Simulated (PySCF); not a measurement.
**MgC⁻ from Hartree–Fock to correlated methods**

State: ⁴Σ⁻ (quartet), unpaired electrons σ ↑, π ↑↑. Set-up: PySCF, no relativity, basis sets Mg aug-pcseg-1, C aug-pcseg-1. De refers to Mg + C⁻ in their high-spin ground configurations, without counterpoise correction. The functionals are run spin-unrestricted. A positive dipole points towards C; it is taken about the centre of mass and depends on that origin.

```tsv
Level	Re (Å)	ωe (cm⁻¹)	De (eV)	μ (D)	CPU s a point (SCF and correlation, without the integrals)
UHF	2.281	371	n/a	1.66	0.072
UHF-MP2	2.302	365	1.24	n/a	0.11
UHF-SCS-MP2	2.298	368	n/a	n/a	n/a
UHF-CCSD	2.294	365	1.17	n/a	n/a
UHF-CCSD(T)	2.291	368	1.20	n/a	2.2
PBE	2.246	393	1.46	-0.28	0.43
PBEsol	2.233	404	1.56	-0.15	0.28
BP86	2.246	392	1.43	-0.28	0.28
TPSS	2.248	395	1.50	0.16	0.58
r²SCAN	2.241	403	1.54	0.40	0.53
PBE0	2.253	388	1.43	0.20	0.66
```

(1) Which functional lies closest to UHF-CCSD(T) in De, which farthest, and by how much do they differ from it?

(2) What does a quarter of exact exchange do here, going from PBE to PBE0?

(3) What does the step from GGA to meta-GGA do here, going from PBE to r²SCAN?

Correlated steps freeze 2 core orbitals. Correlated levels converge slowly with the basis: in double zeta they bind strong bonds too weakly, by up to about 1 eV, and carry superposition errors of some tenths. For an ion De counts to the pair picked by the measured ionisation energies or electron affinities, which need not be the lowest pair at this level. The highest Kohn–Sham level is positive in this anion. Much of that is self-interaction error, but it also means that the finite basis helps to hold the extra electron. The state is the lowest determinant that a PBE0 search found; another state may lie lower at other levels.

The whole job (state search and all levels along the bond) took about 1.3 min on 1 thread of Intel Xeon Platinum 8488C (shared host), peak memory 0.43 GiB.

## Answers

(1) Closest is BP86 (-4.5 pm in Re, +6.5 % in ωe, +0.23 eV in De against UHF-CCSD(T) in the same basis), farthest PBEsol (-5.8 pm in Re, +9.8 % in ωe, +0.36 eV in De). CCSD(T) converges more slowly with the basis than the functionals do and binds too weakly in this one, so the order can change at the basis-set limit.

(2) PBE0 less PBE: +0.7 pm in Re, -1.3 % in ωe, -0.03 eV in De. Exact exchange removes part of the self-interaction that spreads semilocal densities, and in most molecules shortens and stiffens the bond and lowers De; here Re and ωe go the other way.

(3) r²SCAN less PBE: -0.5 pm in Re, +2.5 % in ωe, +0.08 eV in De.
